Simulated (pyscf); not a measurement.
HO–Si(OH)(OH)–F (SMILES O[Si](O)(O)F) + NH₃ (SMILES N) -> H₂O (SMILES O) + H₂N–Si(OH)(OH)–F (SMILES N[Si](O)(O)F), a four-centre exchange (singlet surface; O–Si, H–N broken, H–O, N–Si formed). Structures and frequencies: ωB97X-D3(BJ)/def2-SVP in PySCF. Energies in kJ/mol from the separated reactants.

AM1 to PM7: differences of heats of formation from MOPAC. 

Task: In single points PM6 puts the saddle at 128.7 kJ/mol and the reaction energy at +12.3 kJ/mol. Should these be trusted to within a few kcal/mol? Compare with ωB97M-D3(BJ)/def2-TZVP.

Result: ωB97M-D3(BJ)/def2-TZVP gives ΔE‡ = 120.5 kJ/mol and ΔE = +44.4 kJ/mol. PM6 lies 8.2 kJ/mol over it in the barrier and 32.2 kJ/mol under it in the reaction energy, so on this step it does not hold to within 12.6 kJ/mol. ωB97M-D3(BJ)/def2-TZVP has limits of its own. On the reactant side the descent ends in an adduct with a N–Si contact, 35.4 kJ/mol under the separated species and 154.8 kJ/mol under the saddle at ωB97X-D3(BJ)/def2-TZVP. On the product side the descent ends in a bound adduct (not fully relaxed), 40.1 kJ/mol under the separated species and 116.9 kJ/mol under the saddle at ωB97X-D3(BJ)/def2-TZVP. What is counted as formed (N–Si) is already present as a longer contact in the reactant adduct; forming that adduct is a step of its own. One saddle was located; it need not be the lowest between these sides.
